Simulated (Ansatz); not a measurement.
C2H3ClF2 can be A, `CC(F)(F)Cl`, or B, `FCC(F)Cl`.

Gas-phase electronic energies from Ansatz, PBE0-D4/def2-TZVP geometries. CCSD(T)/CBS adds triple-zeta CCSD(T) − MP2 to the extrapolated MP2 energy (def2 sets, frozen cores). DFT in def2-TZVPP. B3LYP here is the variant with VWN-RPA as its local correlation; programs differ in this. One conformer a species, not always the lowest.

(1) Which isomer does CCSD(T)/CBS put lower? Give the gap. (An estimate is asked.)

(2) Give E(B) − E(A) in kcal/mol with B3LYP-D4, LDA (SPW92), CCSD(T)/def2-SVP, CCSD(T)/def2-TZVPP, PBE-D4, ωB97M-V, PBE0-D4. (Best estimate.)

(3) Does the order hold for the free energy at 298.15 K (harmonic terms from PBE0-D4)? (Estimate.)

Largest T1 diagnostic: 0.011.

Answers

(1) Ansatz gave: A, by 12.2 kcal/mol.

(2) Computed: B3LYP-D4 11.8, LDA (SPW92) 15.1, CCSD(T)/def2-SVP 15.1, CCSD(T)/def2-TZVPP 12.3, PBE-D4 12.8, ωB97M-V 13.2, PBE0-D4 12.9. None reverses the order clearly.

(3) The calculation gave: Yes: G(B) − G(A) = +12.6 kcal/mol, for one conformer each.

At CCSD(T), def2-SVP lies +2.9 kcal/mol from the extrapolated value and def2-TZVPP +0.2 kcal/mol. In def2-TZVPP, CCSD(T) changes the Hartree–Fock value by +1.3 kcal/mol (the triples alone add +0.4 kcal/mol) and MP2 by +1.9 kcal/mol.
